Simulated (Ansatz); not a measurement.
`BB[SiH3]` + CH₄ → `BBC` + SiH₄  (formal exchange of groups at a B–Si bond)

Isolated molecules relaxed with PBE0-D4/def2-TZVP in Ansatz; ΔE leaves out vibrations. CCSD(T)/CBS is the MP2 limit (def2-TZVPP, def2-QZVPP) plus CCSD(T) − MP2 in def2-TZVPP, frozen cores. This one scheme is used for every species. DFT in def2-TZVPP.

`BB[SiH3]`:

```xyz
9

B     1.279   -0.656   -0.968
B    -0.284   -0.566   -0.603
Si   -0.778    0.682    0.914
H     1.794    0.109   -1.737
H     2.018   -1.419   -0.407
H    -1.205   -1.139   -1.108
H    -1.733    1.703    0.398
H    -1.461   -0.110    1.976
H     0.370    1.395    1.535
```

CH₄:

Z-matrix (Å, degrees):
```
C
H 1 1.090
H 1 1.090 2 109.5
H 1 1.090 2 109.5 3 -120.0
H 1 1.090 2 109.5 3 120.0
```

`BBC`:

Z-matrix (Å, degrees):
```
C
B 1 1.564
H 1 1.091 2 116.3
H 1 1.100 2 106.4 3 120.0
H 1 1.095 2 111.4 3 -126.3
B 2 1.639 1 128.0 3 -9.5
H 2 1.210 1 116.2 3 172.3
H 6 1.201 2 122.0 1 93.1
H 6 1.201 2 122.4 1 -89.2
```

SiH₄:

Z-matrix (Å, degrees):
```
Si
H 1 1.485
H 1 1.485 2 109.5
H 1 1.485 2 109.5 3 -120.0
H 1 1.485 2 109.5 3 120.0
```

| level | ΔE (kJ/mol) | difference from CCSD(T)/CBS |
| --- | --- | --- |
| B97M-V | 8.1 | 8.1 |
| PBE0-D4 | 5.9 | 5.9 |
| r2SCAN0-D4 | 2.8 | 2.8 |
| ωB97X-V | -1.6 | -1.6 |
| ωB97M-V | -3.1 | -3.1 |
| PBE | 9.3 | 9.3 |
| r2SCAN0 | 2.4 | 2.4 |
| CAM-B3LYP | -4.7 | -4.7 |
| HF/def2-SVP | -15.0 | -15.0 |
| MP2/def2-TZVPP | -4.9 | -4.9 |
| CCSD(T)/CBS | 0.0 | 0 |

Largest T1 diagnostic among the species: 0.015.

From BLYP to BHLYP (50 % exact exchange), in def2-TZVPP and without D4, ΔE moves by −8.4 kJ/mol. In def2-TZVPP, CCSD(T) changes the Hartree–Fock value by +11.7 kJ/mol (the triples alone add +1.9 kJ/mol) and MP2 by +7.7 kJ/mol. Leaving LDA and LC-ωPBE aside and taking each functional with its dispersion term where it has one, the values, not all of them listed here, spread over 13.9 kJ/mol, from CAM-B3LYP-D4 to PBE-D4.
